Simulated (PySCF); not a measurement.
## Static response to an electric field

Fluorosilane, FH3Si.
Cartesian coordinates in Å at the GFN2-xTB level; atoms count from 1:
```
atom  x, y, z in Å
F1     1.4961   -0.0368   -0.2320
Si2   -0.0910    0.0029    0.0107
H3    -0.4685    1.3926   -0.1902
H4    -0.2793   -0.4557    1.3776
H5    -0.6487   -0.9001   -0.9832
```

Level: CAM-B3LYP/def2-SVPD (PySCF), static field, nuclei fixed, core orbitals frozen in the response. The polarisability tensor in these axes (au):

```
x   26.03  0.06  0.32
y    0.06 28.19 -0.01
z    0.32 -0.01 28.13
```

Problem. Diagonalise the tensor; give its mean and Δα, where Δα² is half the sum of the squared differences of the eigenvalues.

Solution. Principal values 25.98, 28.18 and 28.19 au; mean 27.45 au = 4.07 Å³ = 4.53 × 10⁻⁴⁰ C²·m²/J; Δα = 2.21 au (8 % of the mean).

Problem. What is the dipole moment, and where does it point?

Solution. (-1.70, 0.04, 0.26) D, 1.72 D in size, pointing from the negative to the positive side. Measured along this direction, the outermost atoms are F1 at the negative end and H4, H5 and H3 at the positive end.

Problem. Find the Langevin capture rate constant for H3O+ (19.018 u) meeting this molecule (49.999 u), k = 2.342 × 10⁻⁹ cm³/s × √(α in Å³ / reduced mass in u).

Solution. The reduced mass is 13.78 u, so k = 1.27 × 10⁻⁹ cm³/s. The formula leaves out the permanent dipole, which adds to the capture rate.

Problem. Refractivity n − 1 of an ideal gas of it at 350 K and 1 atm, from the electronic α?

Solution. N = p/kT = 2.0968 × 10¹⁹ cm⁻³, so n − 1 = 2π × N × 4.07 × 10⁻²⁴ cm³ = 536 × 10⁻⁶ at long wavelengths.

Problem. Traceless (Buckingham) quadrupole moment about the centre of nuclear charge: eigenvalues?

Solution. -1.27, 0.64, 0.64 D·Å. The values depend on the origin, since the dipole doesn't vanish. The electronic extent ⟨r²⟩ about the same centre is 126 bohr², a root-mean-square distance of 1.17 Å for the 26 electrons.

Isolated species at its GFN2-xTB geometry, gas phase.

These values come from a run that also computed excited states. On one thread of an Arm Neoverse V1, shared host, this took 2.3 s of wall time.
